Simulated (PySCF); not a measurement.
Compound: C4H10FO (charge +1).
InChI=1S/C4H10FO/c1-6(2)4-3-5/h3-4H2,1-2H3/q+1

All values: wB97X-D/def2-SVPD (PySCF, non-relativistic), on one gas-phase PBE0-D3(BJ)/def2-SVP geometry that isn't relaxed in the solvent. The solvent is an IEF-PCM continuum (van der Waals radii × 1.2), and excitations are vertical TDDFT with non-equilibrium linear response and a frozen core. Specific hydrogen bonds and non-electrostatic terms are outside this model.

Gas-phase singlets (H = HOMO, L = LUMO):

| state | E (eV) | λ (nm) | f | leading configurations |
| --- | --- | --- | --- | --- |
| S1 | 8.880 | 140 | 0.004 | H→L 51%, H-1→L 30% |
| S2 | 9.544 | 130 | 0.043 | H-1→L 52%, H→L 33% |
| S3 | 9.776 | 127 | 0.001 | H-2→L 74% |
| S4 | 10.407 | 119 | 0.047 | H→L+1 52%, H-1→L+1 20% |
| S5 | 10.504 | 118 | 0.012 | H-1→L+1 33%, H-1→L+2 18% |

Problem. What are the lowest 5 singlets in methanol (ε = 32.61)?

Solution. 
| state | E (eV) | λ (nm) | f | leading configurations | change by rank (eV) |
| --- | --- | --- | --- | --- | --- |
| S1 | 8.918 | 139 | 0.004 | H→L 79%, H→L+1 13% | +0.038 |
| S2 | 9.832 | 126 | 0.042 | H-1→L 73%, H-1→L+2 10% | +0.288 |
| S3 | 9.998 | 124 | 0.002 | H-2→L 66% | +0.222 |
| S4 | 10.134 | 122 | 0.062 | H→L+1 75%, H→L 13% | -0.273 |
| S5 | 10.403 | 119 | 0.035 | H-1→L+1 45%, H-1→L+2 32% | -0.101 |

Problem. Give the list for acetonitrile (ε = 35.69), n² = 1.81.

Solution. 
```csv
state,E (eV),λ (nm),f,leading configurations,change by rank (eV)
S1,8.917,139,0.004,"H→L 79%, H→L+1 13%",+0.037
S2,9.832,126,0.042,"H-1→L 73%, H-1→L+2 10%",+0.288
S3,9.998,124,0.002,H-2→L 66%,+0.222
S4,10.132,122,0.063,"H→L+1 75%, H→L 13%",-0.275
S5,10.402,119,0.036,"H-1→L+1 45%, H-1→L+2 32%",-0.102
```

Problem. The ground-state energy changes by -2.536 eV from gas to acetonitrile. By how much does the total energy of gas-phase S2 change?

Solution. E(S2) = E(S0) + excitation energy, so it changes by -2.536 + 0.288 = -2.248 eV: it is lowered less than the ground state, which is what a blue shift means. This is the vertical state, with the slow part of the continuum still set for S0.

Problem. How do the frontier levels move from gas to acetonitrile?

Solution. 
```csv
orbital,gas (eV),solvent (eV),change (eV)
LUMO+2,-1.17,2.87,+4.04
LUMO+1,-1.85,2.37,+4.22
LUMO,-2.58,2.06,+4.64
HOMO,-16.43,-11.97,+4.46
HOMO-1,-16.52,-12.36,+4.16
HOMO-2,-17.25,-12.84,+4.41
HOMO-3,-18.44,-13.76,+4.68
```

The HOMO–LUMO gap goes from 13.85 to 14.03 eV. Rows go by rank; for HOMO-2, HOMO-1, HOMO and LUMO+2 the atom shares or the degeneracy differ between the runs, so the row needn't follow one orbital.

Shape of the structure used: `[CH3:1][O+:2]([CH3:3])[CH2:4][CH2:5][F:6]`: C1–O2–C4–C5 75°, O2–C4–C5–F6 -71°.

wB97X-D is run here without its empirical dispersion term; that term would change no orbital, density or response property at a fixed geometry.
